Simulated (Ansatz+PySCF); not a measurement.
## doublet H₂S(+): levels of theory in one basis

| atom | x (Å) | y (Å) | z (Å) |
| --- | --- | --- | --- |
| S | 0.0000 | -0.6483 | 0.0000 |
| H | 0.0000 | 0.3241 | 1.0265 |
| H | 0.0000 | 0.3241 | -1.0265 |

Basis set: cc-pVTZ on H; cc-pV(T+d)Z on S (spherical functions). Frozen core: 5 orbitals. Correlation on ROHF uses semicanonical orbitals with singles. Charge 1, multiplicity 2.

Computed with Ansatz (development build ahead of 0.2.0) and PySCF 2.14.0; each method stands on the lowest determinant of its kind that the runs found.

| method | E − E(ROHF) (eV) | <S²> of the determinant |
| --- | --- | --- |
| ROHF | 0.00 | 0.75 |
| UHF | -0.17 | 0.77 |
| ROHF-MP2 | -4.29 | – |
| UHF-MP2 | -4.27 | 0.77 |
| UHF-CCSD | -5.03 | 0.77 |

(1) What does ROHF-CCSD(T) give on the same scale?

Results:

(1) -5.19 eV.
